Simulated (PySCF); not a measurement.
Compound: C4H4N2.
SMILES with atom numbers: `[cH:1]1[cH:2][n:3][cH:4][cH:5][n:6]1` (hydrogens: H7 on C1; H8 on C2; H9 on C4; H10 on C5)

Method used: PBE0/def2-SVP geometry optimisation, gas phase in PySCF 2.14.0.

Question: What internal coordinates does the optimisation give?

Answer: 
```
                  bond  length (bohr)
          C1–C2, C4–C5          2.640
C1–N6 and 3 like bonds          2.512
C1–H7 and 3 like bonds          2.071
```

Bonds in one row agree within 0.02 bohr and their mean is given. A selection of angles:
```
   angle  degrees
C2–C1–N6    121.8
C2–C1–H7    120.7
N6–C1–H7    117.5
C2–N3–C4    116.4
```

All 4 C–N bonds measure 1.329 Å. The 6 heavy atoms lie in one plane (0.000 Å rms). The 6-membered ring C1–C2–N3–C4–C5–N6 has internal angles of 116.4° to 121.8° (sum 720°, against 720° for a flat polygon); it is planar, 0.00 Å rms from its mean plane, widest ring torsion 0°. N3 (pyridine-type nitrogen) is bent (angle 116.4°).

Point group: D2h (every atom within 0.08 Å of its image). No frequency check.

On one thread of an Arm Neoverse V2, on a shared host, this took 6.0 s wall and 0.46 GiB of memory at its peak. This is the geometry optimisation.
